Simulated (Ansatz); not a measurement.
```yaml
crystal:
  periodic: [false, false, false]
  atoms:
    - {symbol: N, position_ang: [-1.352422, -0.317224, -0.001898]}
    - {symbol: As, position_ang: [0.269964, 0.071746, 0.000375]}
    - {symbol: H, position_ang: [-2.010074, 0.457092, -0.003224]}
    - {symbol: H, position_ang: [0.736985, -1.381807, 0.001709]}
basis:
  gaussian: {orbitals: def2-TZVP}
hamiltonian: {xc: pbe0}
relax: {f_tol: 0.004, max_steps: 80}
```

```sh
$ ansatz run in.yaml --threads 1 --pin off --events-out ev --progress --plain --max-ram 2176MiB
```

Steps of the relaxation (energy above the last step; positions in Å, forces in eV/Å):

```
4
step 1, 61.2 meV
N    -1.352   -0.317   -0.002   -1.450   -0.744   -0.002
As    0.270    0.072    0.000    1.019    0.629    0.001
H    -2.010    0.457   -0.003    0.228    0.329    0.000
H     0.737   -1.382    0.002    0.203   -0.214    0.000
```

```
4
step 2, 25.3 meV
N    -1.385   -0.325   -0.002   -0.632   -0.582   -0.001
As    0.257    0.061    0.000    0.437    0.407    0.000
H    -2.007    0.482   -0.003    0.244    0.226    0.000
H     0.779   -1.388    0.002   -0.049   -0.051    0.000
```

```
4
step 3, 3.1 meV
N    -1.408   -0.352   -0.002   -0.029   -0.053    0.000
As    0.247    0.069    0.000   -0.043   -0.092    0.000
H    -1.980    0.498   -0.003    0.152   -0.010    0.000
H     0.786   -1.385    0.002   -0.080    0.155    0.000
```

```
4
step 4, 0.2 meV
N    -1.414   -0.363   -0.002    0.033    0.048    0.000
As    0.240    0.067    0.000   -0.052   -0.040    0.000
H    -1.964    0.502   -0.003    0.039   -0.042    0.000
H     0.783   -1.376    0.002   -0.021    0.034    0.000
```

```
4
step 5, 0.0 meV
N    -1.413   -0.363   -0.002    0.006   -0.009    0.000
As    0.239    0.067    0.000   -0.001    0.001    0.000
H    -1.962    0.501   -0.003   -0.004    0.008    0.000
H     0.780   -1.375    0.002   -0.001    0.000    0.000
```

```
4
step 6, 0.0 meV
N    -1.413   -0.363   -0.002   -0.001    0.001    0.000
As    0.239    0.067    0.000    0.000    0.000    0.000
H    -1.961    0.501   -0.003    0.000   -0.001    0.000
H     0.780   -1.375    0.002    0.000    0.000    0.000
```

Close pairs at the end: N1–H3 1.023 Å, As2–H4 1.540 Å, N1–As2 1.707 Å.

A stationary point of restricted PBE0 after 6 steps (its stability towards spin polarisation wasn't tested); no frequencies were run, so it isn't proven a minimum. 24 s on 1 thread of Arm Neoverse N1, shared host.
